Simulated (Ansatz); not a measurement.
fcc Al, treated with r²SCAN in Ansatz (PAW).

Run with plane-wave cutoff 500 eV, 30×30×30 k mesh, Fermi–Dirac smearing 0.1 eV, scalar-relativistic PAW data made under PBE.

Computed at the level's own relaxed cell.

Give the computed equilibrium volume per atom and equilibrium lattice constant a.


- equilibrium volume per atom: 15.93 Å³/atom
- equilibrium lattice constant a: 3.994 Å

Measured, for comparison: equilibrium volume per atom 16.22 Å³/atom, lattice constant a 4.018 Å (static lattice: zero-point anharmonic expansion removed; as tabulated in Mejia-Rodriguez and Trickey (2018), arXiv:1807.09216). Computed (rounded) less measured: equilibrium volume per atom -1.8 %, lattice constant a -0.6 %.

Static lattice: no zero-point or thermal effects.

Computing time: about 70 core-seconds (a rough figure).

Ansatz is an electronic-structure program.
